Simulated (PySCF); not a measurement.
carbon disulfide (CS2), SMILES S=C=S.

Coordinates come from a PBE0-D3(BJ)/def2-TZVP optimisation.

All values below come from PySCF with PBE0/def2-TZVPD.

Isolated molecule, no solvent.

| Item | Result |
|---|---|
| total energy | -834.20656 hartree |
| point group | D∞h |
| highest occupied level | -7.85 eV |
| lowest empty level | -2.04 eV |
| orbital gap | 5.81 eV |
| dipole moment | 0.00 D |
| quadrupole, principal values (traceless, Buckingham form, about the centre of nuclear charge) | -1.54, -1.54, 3.07 D·Å |
| mean static polarisability | 55.0 bohr³ (8.15 Å³) |
| polarisability, principal values | 36.5, 36.5, 92.0 bohr³ |
